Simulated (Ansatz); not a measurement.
# BClH2 (charge -1): relaxed scan of one distance from a Python script

The task is a relaxed scan of one distance, for BClH2 (charge -1).

All numbers are computed with Ansatz 0.2.0 through its Python package. Level of theory: PBE0/def2-SVP.

## (1) The system

Bond lengths: B1–Cl2 1.853 Å, B1–H3 1.191 Å, B1–H4 1.191 Å. Angles: Cl2–B1–H3 109.5°, Cl2–B1–H4 109.5°, H3–B1–H4 109.5°.

No structure file is read: the coordinates are typed or built in the script.

## (2) The code

bclh2.py reads:

```python
import ansatz as az
import numpy as np

BASIS = "def2-SVP"
FUNCTIONAL = "pbe0"
NET_CHARGE = -1

GEOMETRY = """
B    -0.19610    0.00450    0.33230
Cl    1.60990   -0.05500   -0.07670
H    -0.67330    0.99720   -0.12130
H    -0.74040   -0.94670   -0.13420
"""

molecule = az.Crystal.molecule()
for line in GEOMETRY.strip().splitlines():
    symbol, *xyz = line.split()
    molecule = molecule.atom(symbol, [float(v) for v in xyz])

calculation = (
    molecule.calculation()
    .basis(gaussian=BASIS)
    .functional(FUNCTIONAL)
    .charge(NET_CHARGE)
    .spin("collinear", total=1)
)
symbols = [site.symbol for site in molecule.cartesian_sites]
pairs = [(0, 1), (0, 2), (0, 3)]
print("held (A)   E (eV)        ", "  ".join(f"{symbols[i]}{i}-{symbols[j]}{j}" for i, j in pairs))
for length in [1.1, 1.19, 1.29, 1.43, 1.61]:
    summary = calculation.relax(constraints=[az.DistanceConstraint((0, 3), at=length)], force_tolerance=0.02, max_steps=60).run(threads=1, pin="off").report
    xyz = np.array(summary["positions_ang"])
    print(f"{length:6.2f} {summary['free_energy_ev']:14.5f}  ", "  ".join(f"{np.linalg.norm(xyz[i] - xyz[j]):.3f}" for i, j in pairs))
```

## (3) What the engine is handed

The package turns the script's settings into the engine's input (first run):

```yaml
crystal:
  periodic: [false, false, false]
  atoms:
    - { symbol: B, position_ang: [-0.1961, 0.0045, 0.3323] }
    - { symbol: Cl, position_ang: [1.6099, -0.055, -0.0767] }
    - { symbol: H, position_ang: [-0.6733, 0.9972, -0.1213] }
    - { symbol: H, position_ang: [-0.7404, -0.9467, -0.1342] }
basis:
  gaussian:
    orbitals: def2-SVP
hamiltonian:
  xc: pbe0
magnetization:
  spin_polarized: true
  initial_magnetization: 1.0
total_charge: -1.0
relax:
  f_tol: 0.02
  max_steps: 60
  constraints:
    - { distance: [0, 3], at: 1.1 }
```

## (4) The run

Run with:

```console
> python bclh2.py
```

Output:

```text
held (A)   E (eV)         B0-Cl1  B0-H2  B0-H3
DeckWarning: relax.constraints: the input's atoms, or those drawn, lie off the distances that are held; a relaxation that starts there is brought onto them ahead of its first SCF, by positions alone, an atom by 4.55e-2 Å at the most. With the symmetry detection on, the symmetry is detected on the input's atoms as so brought (as typed, where only the drawn atoms reach the distances), and notices that speak of the structure as typed mean those atoms
  1.10   -13221.73396   1.906  1.228  1.100
  1.19   -13221.92737   1.901  1.228  1.190
  1.29   -13221.90884   1.897  1.228  1.290
  1.43   -13221.65250   1.888  1.228  1.430
  1.61   -13221.15845   1.876  1.227  1.610
```

(Warnings from the package without file and line, repeats left out.)

It took 37 s on 1 thread of Arm Neoverse V1, shared host; peak memory 0.18 GiB.

## (5) Run by run

From the records of these 5 runs:

```
run  distance (Å)  energy from run 2 (eV)  <S²>  SCF cycles in all  CPU time (s)
  1          1.10                  0.1934  0.75                 57           7.3
  2          1.19                  0.0000  0.75                 50           5.8
  3          1.29                  0.0185  0.75                 63           8.1
  4          1.43                  0.2749  0.75                 61           7.2
  5          1.61                  0.7689  0.75                 67           8.3
```

## (6) How the relaxation of run 1 went

The steps of the relaxation:

| step | E - E(step 1) (eV) | largest force component (eV/Å) |
| --- | --- | --- |
| 1 | 0.0000 | 0.7170 |
| 2 | -0.0865 | 0.3760 |
| 3 | -0.0928 | 0.2269 |
| 4 | -0.0945 | 0.0814 |
| 5 | -0.0949 | 0.0106 |

Step 1 is the start.

Before: Bond lengths: B1–Cl2 1.853 Å, B1–H3 1.191 Å, B1–H4 1.191 Å. Angles: Cl2–B1–H3 109.5°, Cl2–B1–H4 109.5°, H3–B1–H4 109.5°.

After: Bond lengths: B1–Cl2 1.906 Å, B1–H3 1.228 Å, B1–H4 1.100 Å. Angles: Cl2–B1–H3 112.4°, Cl2–B1–H4 113.1°, H3–B1–H4 121.6°.

## (7) The relaxation of run 5, step by step

The steps of the relaxation:

| step | E - E(step 1) (eV) | largest force component (eV/Å) |
| --- | --- | --- |
| 1 | 0.0000 | 2.1595 |
| 2 | -0.2548 | 0.4822 |
| 3 | -0.2945 | 0.1546 |
| 4 | -0.2958 | 0.0584 |
| 5 | -0.2948 | 0.1563 |
| 6 | -0.2960 | 0.0003 |

Step 1 is the start. Step 5 was tried and not accepted.

Before: Bond lengths: B1–Cl2 1.853 Å, B1–H3 1.191 Å, B1–H4 1.191 Å. Angles: Cl2–B1–H3 109.5°, Cl2–B1–H4 109.5°, H3–B1–H4 109.5°.

After: Bond lengths: B1–Cl2 1.876 Å, B1–H3 1.227 Å. Angles: Cl2–B1–H3 113.5°.

## (8) Summary of results

```
                  quantity     value
             runs compared         5
           range of energy  0.769 eV
lowest point, distance (Å)      1.19
```

In words: The curve has its lowest point inside the range, at 1.19. The ends stand 0.193 and 0.769 eV above it. The distance scanned is the script's pair 0, 3. Run 1: After 4 moves the largest shift is 0.133 Å, of atom 1 (B). Run 5: After 4 moves the largest shift is 0.324 Å, of atom 4 (H). Caveats:
- The energies are electronic: no zero-point or thermal terms, and the basis set is short of its limit.
- The run takes the species as open-shell (spin multiplicity 2), which needn't be its ground state.
- For an odd-electron ion, approximate functionals spread the charge over both fragments and lower the stretched end too much.
- Anions want diffuse functions, which this basis lacks.
